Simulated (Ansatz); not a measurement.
# C3H7NO: small, medium and large basis sets

The task here is to estimate one member of a computed series from the others.

Method: one geometry, several basis sets; program: Ansatz 0.2.0, Gaussian basis.

Levels to be run: PBE0-D4/def2-SVP; ωB97M-V/def2-SVP; PBE0-D4/def2-QZVPP; ωB97M-V/def2-QZVPP; the functionals' def2-TZVPP values are taken from earlier runs.

### The geometry

The geometry comes from an earlier relaxation with PBE0-D4 in a triple-zeta def2 set; it is a stationary point, not always the lowest conformer.

SMILES `CO/C=C/N`, 12 atoms, charge 0, spin multiplicity 1.

Atoms are counted from 1 here; the program's logs count them from 0.

Bond lengths: C1–O2 1.401 Å, C1–H6 1.089 Å, C1–H7 1.097 Å, C1–H8 1.097 Å, O2–C3 1.357 Å, C3–C4 1.333 Å, C3–H9 1.085 Å, C4–N5 1.405 Å, C4–H10 1.083 Å, N5–H11 1.011 Å, N5–H12 1.011 Å. Angles: O2–C1–H6 106.8°, O2–C1–H7 111.3°, O2–C1–H8 111.3°, H6–C1–H7 109.4°, H6–C1–H8 109.3°, H7–C1–H8 108.7°, C1–O2–C3 116.2°, O2–C3–C4 127.5°, O2–C3–H9 110.8°, C4–C3–H9 121.7°, C3–C4–N5 124.2°, C3–C4–H10 121.3°, N5–C4–H10 114.2°, C4–N5–H11 112.8°, C4–N5–H12 112.9°, H11–N5–H12 109.3°.

The first run:

The input, in.yaml:

```yaml
crystal:
  periodic: [false, false, false]
  atoms:
    - {symbol: C, position_ang: [-0.655509, 0.812438, 1.646883]}
    - {symbol: O, position_ang: [-0.005432, 1.458402, 0.586678]}
    - {symbol: C, position_ang: [0.359088, 0.674264, -0.459559]}
    - {symbol: C, position_ang: [0.131297, -0.630466, -0.614352]}
    - {symbol: N, position_ang: [0.412308, -1.348136, -1.788625]}
    - {symbol: H, position_ang: [-0.874337, 1.574537, 2.393438]}
    - {symbol: H, position_ang: [-1.592758, 0.347498, 1.315448]}
    - {symbol: H, position_ang: [-0.017927, 0.039141, 2.094053]}
    - {symbol: H, position_ang: [0.862578, 1.259967, -1.221995]}
    - {symbol: H, position_ang: [-0.374097, -1.208601, 0.149978]}
    - {symbol: H, position_ang: [0.886303, -2.222300, -1.608726]}
    - {symbol: H, position_ang: [0.945386, -0.811844, -2.459119]}
basis:
  gaussian: {orbitals: def2-SVP}
hamiltonian: {xc: pbe0, dispersion: d4}
output: {orbitals: {seedname: orbitals}}
```

On the command line:

```bash
> ansatz run in.yaml --threads 4 --pin off --events-out ev --progress --plain --max-ram 10444MiB
```

Steps of the session up to this table: PBE0-D4 in def2-SVP; ωB97M-V in def2-SVP; PBE0-D4 in def2-QZVPP; ωB97M-V in def2-QZVPP.

One table of the session follows, with a row left open; its other results are not shown here.

It belongs to the step «Functionals by basis». 

```
functional       basis  HOMO (eV)  LUMO (eV)
   PBE0-D4    def2-SVP          ?          ?
   PBE0-D4  def2-TZVPP      -5.46       1.19
   PBE0-D4  def2-QZVPP      -5.51       0.72
   ωB97M-V    def2-SVP      -7.49       3.64
   ωB97M-V  def2-TZVPP      -7.69       2.58
   ωB97M-V  def2-QZVPP      -7.74       1.84
```

**Question.** Estimate the row for PBE0-D4, def2-SVP.

As computed: HOMO (eV): -5.28; LUMO (eV): 1.76. In the column «HOMO (eV)» it is the highest.
